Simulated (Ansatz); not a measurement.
Base system: Pd in the fcc (Cu type) structure (space group Fm-3m, No. 225; a = 3.943 Å).

The values are results of PBE, PAW, 420 eV (Ansatz, a first-principles code; no spin-orbit coupling), earlier PAW set, not measurements.

Perturbation: full substitution Pd → Ir, then cell and atoms are relaxed.

Measured lattice parameter a: Pd 3.876 Å (static lattice; corrected from measurement; as listed in Daniel Mejia-Rodriguez, S. B. Trickey, Phys. Rev. B (2018)); Ir 3.831 Å (static lattice; corrected from measurement; as listed in Daniel Mejia-Rodriguez, S. B. Trickey, Phys. Rev. B (2018)).

Q: How well does PBE reproduce the measured shift?

A: With PBE the lattice parameter a moves by -0.072 Å (3.943 → 3.871) against -0.045 Å measured.

No phonon test of stability was made. All final runs are without spin polarisation.
